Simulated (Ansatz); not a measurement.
# Tm (Tm, hcp): the cost of one run

Computed with Ansatz 0.2.0 (DFT, PBEsol, plane waves (420 eV) with PAW, scalar-relativistic, unless a step's input says otherwise).

### 1 The structure to begin with

The structure is hexagonal, space group P6_3/mmc (No. 194). The conventional cell has a = 3.536 Å, b = 3.536 Å, c = 5.799 Å, α = 90.00°, β = 90.00°, γ = 120.00°. Around Tm (site symmetry -6m2) lie 12 Tm at 3.54 to 3.55 Å.

Structure file:

```
CELL_PARAMETERS angstrom
3.53575 0.00000 0.00000
-1.76787 3.06205 0.00000
0.00000 0.00000 5.79870
ATOMIC_POSITIONS crystal
Tm 0.33333 0.66667 0.25000
Tm 0.66667 0.33333 0.75000
```

### 2 Volume x 1.0

Contents of input.yaml:

```yaml
crystal:
  lattice:
    - [3.5357477687, 0.0, 0.0]
    - [-1.7678738844, 3.0620473891, 0.0]
    - [0.0, 0.0, 5.7987004244]
  atoms:
    - { symbol: Tm, position: [0.3333333333, 0.6666666667, 0.25], spin: 1.196 }
    - { symbol: Tm, position: [0.6666666667, 0.3333333333, 0.75], spin: 1.196 }
hamiltonian:
  xc: pbesol
  pseudopotentials:
    kind: paw
    azcp:
      Tm: "pseudopotentials/Tm.paw.azcp"
basis:
  ecutwfc: 420
  fft_grid_basis: typed
kpoints:
  mp_grid: { grid: [14, 14, 7], shift: [0, 0, 0] }
magnetization:
  spin_polarized: true
scf:
  occupations: { method: fermi_dirac, width: 0.05 }
output:
  stress: true
```

Q: Estimate wall time and peak memory on 4 threads of an x86-64 CPU, shared host.

About 63 s, with a peak of 1.1 GiB.
